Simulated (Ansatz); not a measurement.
# NSi2: the cost of one run

Program: Ansatz 0.2.0, Gaussian basis. Level of theory: cc-pVTZ, core rule «outside noble gas», up to 11 orbitals frozen. These are calculated values, not measurements.

The runs, in order: UHF; CCSD(T) on ROHF; CCSD(T) on UHF; BCCD(T) on ROHF; CCSDT(Q) on ROHF; CCSDT(Q) on UHF.

6 further runs of the same task are left out: 1 for a known fault of the program, 5 set aside as unsound or not needed.

## 1. The system

The geometry is a PBE0/def2-TZVP stationary point (not a proven minimum) of the parent state, kept for this charge and spin.

3 atoms, charge 0, spin multiplicity 2.

Atoms are counted from 1 here; the program's logs count them from 0.

Bond lengths: N1–Si2 1.661 Å, Si2–Si3 2.244 Å. Angles: N1–Si2–Si3 180.0°.

## 2. UHF

Contents of in.yaml:

```yaml
crystal:
  periodic: [false, false, false]
  atoms:
    - {symbol: N, position_ang: [0.000000, 0.000000, -1.854900]}
    - {symbol: Si, position_ang: [0.000000, 0.000000, -0.194400]}
    - {symbol: Si, position_ang: [0.000000, 0.000000, 2.049300]}
basis:
  gaussian: {orbitals: cc-pVTZ}
magnetization: {spin_polarized: true, initial_magnetization: 1}
hamiltonian: {xc: hf}
output: {orbitals: {seedname: orbitals}}
```

Started as:

```console
$ ansatz run in.yaml --threads 1 --pin off --events-out ev --progress --plain --max-ram 4096MiB --backend cpu
```

What time and memory should one allow on 1 thread of AMD EPYC 7R13, shared host?

About 19 s, with a peak of 0.26 GiB.
